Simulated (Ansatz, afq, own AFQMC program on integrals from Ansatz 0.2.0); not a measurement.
Where AFQMC and coupled cluster stand for W, septet

A free W atom.

Basis def2-SVP with its core potentials. Only valence electrons are correlated. AFQMC by an in-house program on the Cholesky factors that Ansatz 0.2.0 writes for its CCSD(T) run. The CISD trial takes its coefficients from CCSD amplitudes. Released means that phaseless walkers are propagated on without the constraint, phases kept. Free AFQMC starts from the CCSD state and is never constrained. Its projection time is finite, and what remains of the start isn't in its error. Uncertainties: one standard error, sampling alone. No spin–orbit coupling. The metal's outer-core s and p shells are frozen, which shifts wave-function levels against functionals.

Determinant: UHF, the one that the program's search chose, which needn't be the lowest solution.

Full CI on the same integrals is exact in this basis and with this determinant's frozen core.

Cautions: no spin-orbit coupling; outer-core shells of the metal frozen; the released energies have errors that jump between times, so the bars are unsure, so no released level is given (meV from the phaseless value at times in 1/Eh: -1.6 ± 0.8 at 0.60, -2.7 ± 0.5 at 1.20, -4.0 ± 1.1 at 2.00, -2 ± 6 at 3.00, -3.9 ± 0.8 at 4.20), though the last usable value meets full CI within the noise.

The T1 diagnostic is 0.0074, the weight of the determinant in the CISD state is 0.966 and the ⟨S²⟩ of the determinant is 12.005. The size of the correlated space is 6 electrons in 28 orbitals.

```tsv
level	correlation energy (eV)
MP2	-1.4382
CCSD	-1.6526
CCSD(T)	-1.6709
```

Estimate where free-projection AFQMC lies against CCSD(T) on the same integrals.

0.15 ± 0.009 mEh below CCSD(T).

Reference: full CI, correlation energy -1.675 eV.

```json
{"level": "CCSD(T)", "E − E(reference) (mEh)": "0.15", "share of correlation (%)": "99.76"}
{"level": "CCSDT", "E − E(reference) (mEh)": "0.02", "share of correlation (%)": "99.97"}
{"level": "CCSDT(Q)", "E − E(reference) (mEh)": "0.00", "share of correlation (%)": "100.00"}
{"level": "CCSDTQ", "E − E(reference) (mEh)": "0.00", "share of correlation (%)": "100.01"}
{"level": "ph-AFQMC/HF", "E − E(reference) (mEh)": "1.48 ± 0.35", "share of correlation (%)": "97.60"}
{"level": "ph-AFQMC/CISD", "E − E(reference) (mEh)": "0.16 ± 0.03", "share of correlation (%)": "99.73"}
{"level": "free AFQMC", "E − E(reference) (mEh)": "-0.01 ± 0.009", "share of correlation (%)": "100.01"}
```

CCSDT and higher add their correlation energy to the determinant of the CCSD(T) run, since their own runs factorise the integrals more tightly (a shift of under 2 meV). Free projections are given only where their last times agree within the noise and don't stop above the reference; a slow remainder of the start can still hide under it. A walk keeps the symmetry of its determinant, which the program's search chose and which needn't be the lowest solution, so a lower state of the same spin and another symmetry isn't excluded.
